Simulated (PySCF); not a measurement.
## Partial charges of ethane

Compound: ethane, C2H6.
Z-matrix (Å and degrees, GFN2-xTB geometry), rows numbered from 1:
```
C 
C   1  1.5216
H   1  1.0878  2  110.56
H   1  1.0878  2  110.68  3  -120.03
H   1  1.0877  2  110.56  3   119.96
H   2  1.0879  1  110.55  3   -59.74
H   2  1.0879  1  110.66  3  -179.70
H   2  1.0879  1  110.63  3    60.23
```

Density: PBE0/pcSseg-1 (PySCF); schemes: Mulliken, IAO, Hirshfeld and ESP-fitted. Geometry: GFN2-xTB; no solvent, vibrations or thermal averaging.

At which atom do the 4 schemes differ most?

At C2: from -0.414 (IAO) to +0.008 e (ESP-fitted), 0.422 e apart.

For which atoms does the sign change between the 4 schemes (beyond +0.03 e in one, beyond −0.03 e in another)?

For none.

Give the atomic charges in each scheme.

In e:

| atom | environment | Mulliken | IAO | Hirshfeld | ESP-fitted |
| --- | --- | --- | --- | --- | --- |
| C1 | methyl carbon | -0.329 | -0.414 | -0.116 | -0.007 |
| C2 | methyl carbon | -0.329 | -0.414 | -0.116 | +0.008 |
| H3 | methyl hydrogen | +0.110 | +0.138 | +0.039 | +0.002 |
| H4 | methyl hydrogen | +0.110 | +0.138 | +0.039 | +0.001 |
| H5 | methyl hydrogen | +0.110 | +0.138 | +0.039 | +0.002 |
| H6 | methyl hydrogen | +0.110 | +0.138 | +0.039 | -0.002 |
| H7 | methyl hydrogen | +0.110 | +0.138 | +0.039 | -0.002 |
| H8 | methyl hydrogen | +0.110 | +0.138 | +0.039 | -0.002 |

Mean size of the charges over all atoms: IAO 0.207 e, Mulliken 0.165 e, Hirshfeld 0.058 e, ESP-fitted 0.003 e. Each set sums to the total charge, 0, to within 0.001 e. The IAO scheme projects the occupied orbitals on a minimal set of polarised atomic orbitals and counts the electrons in each atom's part of it. The Hirshfeld scheme divides the density at each point in proportion to the densities of the neutral, spherically averaged free atoms.

How many electrons does the Hirshfeld scheme count on C2?

Z − q = 6 − (-0.116) = 6.116.

Sum the charges by element.

```json
{"element": "C", "atoms": "2", "Mulliken": "-0.658", "IAO": "-0.828", "Hirshfeld": "-0.232", "ESP-fitted": "+0.002"}
{"element": "H", "atoms": "6", "Mulliken": "+0.658", "IAO": "+0.828", "Hirshfeld": "+0.232", "ESP-fitted": "-0.002"}
```
